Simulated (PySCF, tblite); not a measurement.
# H2Cl+: deprotonation

What do calculations give for the deprotonation of H2Cl+ (`[ClH2+]`)?

Programs: tblite 0.8.0 and PySCF 2.14.0, with routines of our own; each step states its level. All values are computed. Atoms count from 0.

### 1 The system as given

3 atoms, charge 1, multiplicity 1; geometry from: start built from the parent or by distance geometry.

### 2 Geometry optimisation with GFN2-xTB

What the job is given:

```
{"job": {"kind": "relax", "xc": "GFN2-xTB", "basis": "xTB"}, "charge": 1, "multiplicity": 1}
Cl     0.010300     0.530500    -0.005300
H     -1.118300    -0.261800    -0.023000
H      1.130900    -0.273800     0.003200
```

Launch:

```bash
OMP_NUM_THREADS=1 python redox_run.py task.json out
```

This one command runs all jobs of the session in turn.

The log of the run:

```text
step      E/eV     max force
  0    -136.89400    1.412
  1    -136.95323    1.140
  2    -137.02193    1.114
  3    -137.03968    0.471
  4    -137.05000    0.341
  5    -137.07747    0.146
  6    -137.07820    0.029
  7    -137.07824    0.001
```

Run time: 0.01 s. Hardware: 1 thread of Intel Xeon Platinum 8488C, shared host.

Step by step:

| step | energy from step 0 (eV) | largest force (eV/Å) |
| --- | --- | --- |
| 0 | 0.0000 | 1.4120 |
| 1 | -0.0592 | 1.1397 |
| 2 | -0.1279 | 1.1140 |
| 3 | -0.1457 | 0.4710 |
| 4 | -0.1560 | 0.3410 |
| 5 | -0.1835 | 0.1460 |
| 6 | -0.1842 | 0.0290 |
| 7 | -0.1842 | 0.0010 |

Distances of close pairs at the start and the end, largest changes first:

| bond | before (Å) | after (Å) | change (Å) |
| --- | --- | --- | --- |
| Cl0–H2 | 1.379 | 1.294 | -0.085 |
| Cl0–H1 | 1.379 | 1.294 | -0.085 |

The final coordinates are the input of the step that follows.

### 3 Vibrational analysis with GFN2-xTB

What the job is given:

```
{"job": {"kind": "ir", "xc": "GFN2-xTB", "basis": "xTB"}, "charge": 1, "multiplicity": 1}
Cl     0.010565     0.559173    -0.005114
H     -0.977112    -0.276945    -0.021453
H      0.989509    -0.287303     0.001461
```

The log of the run:

```text
mode    cm-1     km/mol
  1     996.5      0.28
  2    2276.6      2.49
  3    2300.3     29.90
ZPE 33.336  H(298)-E 43.351  G(298)-E -18.075 kJ/mol  S 206.02 J/(mol K)
```

Run time: 0.05 s. Hardware: 1 thread of Intel Xeon Platinum 8488C, shared host.

The strongest bands and the atoms that carry them (share of the mass-weighted mode):

| cm⁻¹ | km/mol | atoms |
| --- | --- | --- |
| 996 | 0.3 | H2 48 %, H1 48 % |
| 2277 | 2.5 | H2 50 %, H1 49 % |
| 2300 | 29.9 | H1 49 %, H2 48 % |

### 4 Optimising the geometry at PBE0-D3(BJ)/ma-def2-SVP

What the job is given:

```
{"job": {"xc": "PBE0", "basis": "ma-def2-SVP", "d3": "d3bj", "grid": 1, "kind": "geom"}, "charge": 1, "multiplicity": 1}
Cl     0.010565     0.559173    -0.005114
H     -0.977112    -0.276945    -0.021453
H      0.989509    -0.287303     0.001461
```

The log of the run:

```text
step   0  E = -460.72536373  max force = 0.024211
step   1  E = -460.72579261  max force = 0.017762
step   2  E = -460.72632804  max force = 0.001014
step   3  E = -460.72632971  max force = 0.000061
optimisation converged
```

Run time: 0.85 s. Hardware: 1 thread of Intel Xeon Platinum 8488C, shared host.

Relaxation path:

| step | energy from step 0 (eV) | largest force component (eV/Å) |
| --- | --- | --- |
| 0 | 0.0000 | 1.2450 |
| 1 | -0.0117 | 0.9134 |
| 2 | -0.0262 | 0.0521 |
| 3 | -0.0263 | 0.0031 |

Close pairs (by a distance rule), those that changed most:

| bond | before (Å) | after (Å) | change (Å) |
| --- | --- | --- | --- |
| Cl0–H1 | 1.294 | 1.318 | +0.023 |
| Cl0–H2 | 1.294 | 1.318 | +0.023 |

The end geometry stands in the next job.

| at the end point | value |
| --- | --- |
| point group (found at 0.08 Å tolerance) | C2v |
| rotational constants (GHz, main isotopes) | 333.8, 266.3, 148.1 |

### 5 Harmonic vibrations (H₂Cl+): PBE0-D3(BJ)/ma-def2-SVP

What the job is given:

```
{"job": {"xc": "PBE0", "basis": "ma-def2-SVP", "d3": "d3bj", "grid": 2, "kind": "hessian"}, "charge": 1, "multiplicity": 1}
Cl     0.010728     0.590481    -0.006626
H     -0.964070    -0.295807    -0.022656
H      0.976548    -0.305711    -0.001182
```

The log of the run:

```text
coarse grid: 2864 points
cycle   1  E = -460.6621582585  dE =  4.022e-01  |g| = 2.259e-01  |ddm| = 1.313e+00
cycle   2  E = -460.6785042171  dE = -1.635e-02  |g| = 1.097e-01  |ddm| = 3.809e-01
cycle   3  E = -460.6815957794  dE = -3.092e-03  |g| = 1.013e-02  |ddm| = 1.140e-01
cycle   4  E = -460.6816205675  dE = -2.479e-05  |g| = 8.043e-04  |ddm| = 9.315e-03
cycle   5  E = -460.6816206727  dE = -1.052e-07  |g| = 5.710e-04  |ddm| = 1.784e-03
final grid: 22496 points
cycle   6  E = -460.7263280575  dE = -1.839e-06  |g| = 3.648e-04  |ddm| = 3.685e-03
cycle   7  E = -460.7263280763  dE = -1.886e-08  |g| = 2.729e-04  |ddm| = 7.495e-04
cycle   8  E = -460.7263280943  dE = -1.797e-08  |g| = 1.908e-05  |ddm| = 3.054e-04
cycle   9  E = -460.7263280944  dE = -9.049e-11  |g| = 8.441e-06  |ddm| = 2.278e-05
converged SCF energy = -460.7263280944

mode    cm-1
  1    1174.1
  2    2746.8
  3    2750.9
ZPE 39.906  H(298)-E 49.871  G(298)-E -11.646 kJ/mol  S 206.33 J/(mol K)
```

Run time: 2 s. Hardware: 1 thread of Intel Xeon Platinum 8488C, shared host.

Zero-point energy 39.91 kJ/mol (xTB gave 33.34).

### 6 Single point (H₂Cl+): B3LYP-D3(BJ)/ma-def2-TZVP

Geometry: PBE0-D3(BJ)/ma-def2-SVP.

What the job is given:

```
{"job": {"kind": "sp", "xc": "B3LYP", "basis": "ma-def2-TZVP", "d3": "d3bj", "grid": 2}, "charge": 1, "multiplicity": 1}
Cl     0.010728     0.590481    -0.006626
H     -0.964070    -0.295807    -0.022656
H      0.976548    -0.305711    -0.001182
```

The log of the run:

```text
coarse grid: 2864 points
cycle   1  E = -461.0430754814  dE =  4.030e-01  |g| = 2.189e-01  |ddm| = 9.870e-01
cycle   2  E = -461.0556506564  dE = -1.258e-02  |g| = 1.331e-01  |ddm| = 3.009e-01
cycle   3  E = -461.0594187888  dE = -3.768e-03  |g| = 1.654e-02  |ddm| = 9.903e-02
cycle   4  E = -461.0594627479  dE = -4.396e-05  |g| = 2.656e-03  |ddm| = 9.076e-03
cycle   5  E = -461.0594635030  dE = -7.551e-07  |g| = 1.496e-03  |ddm| = 2.472e-03
final grid: 22496 points
cycle   6  E = -461.0571741722  dE = -3.760e-06  |g| = 1.680e-03  |ddm| = 5.305e-03
cycle   7  E = -461.0571743193  dE = -1.472e-07  |g| = 1.064e-03  |ddm| = 1.443e-03
cycle   8  E = -461.0571744804  dE = -1.611e-07  |g| = 8.339e-05  |ddm| = 7.386e-04
cycle   9  E = -461.0571744818  dE = -1.424e-09  |g| = 2.519e-05  |ddm| = 8.379e-05
converged SCF energy = -461.0571744818
```

Wall time 0.29 s (1 thread of Intel Xeon Platinum 8488C, shared host).

### 7 Optimising the geometry with GFN2-xTB

This step treats HCl, `Cl`.

What the job is given:

```
{"job": {"kind": "relax", "xc": "GFN2-xTB", "basis": "xTB"}, "charge": 0, "multiplicity": 1}
Cl     0.027000     0.584400    -0.011900
H      0.965800    -0.297100    -0.024200
```

The log of the run:

```text
step      E/eV     max force
  0    -137.49276    0.238
  1    -137.49388    0.091
  2    -137.49406    0.003
```

It took 0.01 s on 1 thread of Intel Xeon Platinum 8488C, shared host.

Along the way:

| step | energy from step 0 (eV) | largest force (eV/Å) |
| --- | --- | --- |
| 0 | 0.0000 | 0.2377 |
| 1 | -0.0011 | 0.0906 |
| 2 | -0.0013 | 0.0028 |

The bond:

| bond | before (Å) | after (Å) | change (Å) |
| --- | --- | --- | --- |
| Cl0–H1 | 1.288 | 1.277 | -0.011 |

The end geometry stands in the next job.

### 8 Vibrational analysis with GFN2-xTB

What the job is given:

```
{"job": {"kind": "ir", "xc": "GFN2-xTB", "basis": "xTB"}, "charge": 0, "multiplicity": 1}
Cl     0.030957     0.580622    -0.011960
H      0.961833    -0.293315    -0.024145
```

The log of the run:

```text
mode    cm-1     km/mol
  1    2513.5    146.37
ZPE 15.034  H(298)-E 23.711  G(298)-E -31.927 kJ/mol  S 186.61 J/(mol K)
```

Run time: 0.04 s. Hardware: 1 thread of Intel Xeon Platinum 8488C, shared host.

The strongest bands and the atoms that carry them (share of the mass-weighted mode):

| cm⁻¹ | km/mol | atoms |
| --- | --- | --- |
| 2514 | 146.4 | H1 97 % |

### 9 Relaxing the molecule at PBE0-D3(BJ)/ma-def2-SVP

This step treats HCl, `Cl`.

What the job is given:

```
{"job": {"xc": "PBE0", "basis": "ma-def2-SVP", "d3": "d3bj", "grid": 1, "kind": "geom"}, "charge": 0, "multiplicity": 1}
Cl     0.030957     0.580622    -0.011960
H      0.961833    -0.293315    -0.024145
```

The log of the run:

```text
step   0  E = -460.51083892  max force = 0.004651
step   1  E = -460.51088537  max force = 0.002089
step   2  E = -460.51089777  max force = 0.000056
optimisation converged
```

Wall time 0.38 s (1 thread of Intel Xeon Platinum 8488C, shared host).

The steps of the relaxation:

| step | energy from step 0 (eV) | largest force component (eV/Å) |
| --- | --- | --- |
| 0 | 0.0000 | 0.2392 |
| 1 | -0.0013 | 0.1074 |
| 2 | -0.0016 | 0.0029 |

The bond:

| bond | before (Å) | after (Å) | change (Å) |
| --- | --- | --- | --- |
| Cl0–H1 | 1.277 | 1.287 | +0.010 |

The final coordinates are the input of the step that follows.

| at the end point | value |
| --- | --- |
| point group (found at 0.08 Å tolerance) | Cinfv |
| rotational constants (GHz, main isotopes) | 311.5, 311.5 |
| dipole moment (D) | 1.48 |

### 10 Harmonic vibrations (HCl): PBE0-D3(BJ)/ma-def2-SVP

What the job is given:

```
{"job": {"xc": "PBE0", "basis": "ma-def2-SVP", "d3": "d3bj", "grid": 2, "kind": "hessian"}, "charge": 0, "multiplicity": 1}
Cl     0.027146     0.583933    -0.011679
H      0.965423    -0.296646    -0.024403
```

The log of the run:

```text
coarse grid: 2248 points
cycle   1  E = -460.4555418614  dE = -5.331e-02  |g| = 1.767e-01  |ddm| = 1.016e+00
cycle   2  E = -460.4590873081  dE = -3.545e-03  |g| = 1.586e-01  |ddm| = 3.926e-01
cycle   3  E = -460.4662477496  dE = -7.160e-03  |g| = 4.776e-03  |ddm| = 1.791e-01
cycle   4  E = -460.4662526231  dE = -4.873e-06  |g| = 6.397e-04  |ddm| = 6.552e-03
final grid: 17120 points
cycle   5  E = -460.5108937008  dE = -1.294e-06  |g| = 9.019e-04  |ddm| = 3.681e-03
cycle   6  E = -460.5108937551  dE = -5.425e-08  |g| = 8.151e-04  |ddm| = 1.981e-03
cycle   7  E = -460.5108939318  dE = -1.767e-07  |g| = 1.755e-05  |ddm| = 9.190e-04
cycle   8  E = -460.5108939318  dE = -6.565e-11  |g| = 7.756e-06  |ddm| = 2.478e-05
converged SCF energy = -460.5108939318

mode    cm-1
  1    3002.0
ZPE 17.956  H(298)-E 26.632  G(298)-E -29.043 kJ/mol  S 186.74 J/(mol K)
```

Wall time 1.1 s (1 thread of Intel Xeon Platinum 8488C, shared host).

Zero-point energy 17.96 kJ/mol (xTB gave 15.03).

### 11 Single point (HCl): B3LYP-D3(BJ)/ma-def2-TZVP

Geometry: PBE0-D3(BJ)/ma-def2-SVP.

What the job is given:

```
{"job": {"kind": "sp", "xc": "B3LYP", "basis": "ma-def2-TZVP", "d3": "d3bj", "grid": 2}, "charge": 0, "multiplicity": 1}
Cl     0.027146     0.583933    -0.011679
H      0.965423    -0.296646    -0.024403
```

The log of the run:

```text
coarse grid: 2248 points
cycle   1  E = -460.8272942614  dE = -4.022e-02  |g| = 1.900e-01  |ddm| = 7.643e-01
cycle   2  E = -460.8279362551  dE = -6.420e-04  |g| = 2.082e-01  |ddm| = 3.617e-01
cycle   3  E = -460.8389982119  dE = -1.106e-02  |g| = 1.503e-02  |ddm| = 1.751e-01
cycle   4  E = -460.8390193266  dE = -2.111e-05  |g| = 2.186e-03  |ddm| = 7.282e-03
cycle   5  E = -460.8390202630  dE = -9.364e-07  |g| = 1.145e-03  |ddm| = 2.222e-03
final grid: 17120 points
cycle   6  E = -460.8367905022  dE = -2.636e-06  |g| = 2.650e-03  |ddm| = 5.780e-03
cycle   7  E = -460.8367907070  dE = -2.047e-07  |g| = 2.082e-03  |ddm| = 3.054e-03
cycle   8  E = -460.8367913944  dE = -6.874e-07  |g| = 1.351e-04  |ddm| = 1.599e-03
cycle   9  E = -460.8367913988  dE = -4.391e-09  |g| = 3.639e-05  |ddm| = 1.347e-04
converged SCF energy = -460.8367913988
```

Wall time 0.2 s (1 thread of Intel Xeon Platinum 8488C, shared host).

### 12 Deprotonation: B3LYP-D3(BJ)/ma-def2-TZVP

This step combines the energies above: geometries from PBE0-D3(BJ)/ma-def2-SVP, zero-point and thermal terms from PBE0-D3(BJ)/ma-def2-SVP.

What the job is given:

```
{"job": {"kind": "ac", "geom": {"xc": "PBE0", "basis": "ma-def2-SVP", "d3": "d3bj", "grid": 1}, "hess": 1, "level": {"xc": "B3LYP", "basis": "ma-def2-TZVP", "d3": "d3bj"}}, "charge": 1, "multiplicity": 1}
Cl     0.010728     0.590481    -0.006626
H     -0.964070    -0.295807    -0.022656
H      0.976548    -0.305711    -0.001182
```

Output (the driver's rows laid out field by field):

```text
deprotonation site by site, B3LYP-D3(BJ)/ma-def2-TZVP // PBE0-D3(BJ)/ma-def2-SVP

row 1
  formula                 ClH
  charge                  0
  multiplicity            1
  smiles                  Cl
  kept                    yes
  pieces                  1
  point_group             Cinfv
  atom                    0
  element                 Cl
  electronic              578.62
  enthalpy                561.57
  free_energy             534.93
  share_gas               1.0
```

It took 5.1 s on 1 thread of Intel Xeon Platinum 8488C, shared host.

Energy needed to remove a proton (kJ/mol, gas phase, 298 K for the thermal columns):

| site | product | electronic | enthalpy | free energy |
| --- | --- | --- | --- | --- |
| Cl0 | Cl | 578.6 | 561.6 | 534.9 |

[end of part 1 of 2]
